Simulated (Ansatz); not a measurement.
# How the band gap of CdCu2GeSe4 (I-42m, No. 121) moves with the method

The reference, 1.29 eV (measured, 300 K, no zero-point or thermal correction, experimental, cited; as tabulated in Brik et al. (2014), arXiv:1311.6753), is not set against levels without spin–orbit coupling, which matters for this solid.

```
level (code)            value (eV)
-------------------  -------------
LDA (Ansatz)                  0.00
PBEsol+SOC (Ansatz)           0.00
r²SCAN+SOC (Ansatz)  0.21 (direct)
```

Computed values are for a static lattice. Levels without +SOC have no spin–orbit coupling; where heavier elements are present it shifts gaps, mostly down, and can invert bands. A gap of zero means that the bands touch or overlap; how far they overlap is not shown.  r²SCAN+SOC: the gap is read on the k mesh or supercell of the run alone and can be too large. Values are at the measured cell. Cutoffs differ between the levels. Ansatz's density-functional and Hartree–Fock values are scalar-relativistic unless marked +SOC, with PAW data made under PBE.

Ansatz is a program for electronic structure.
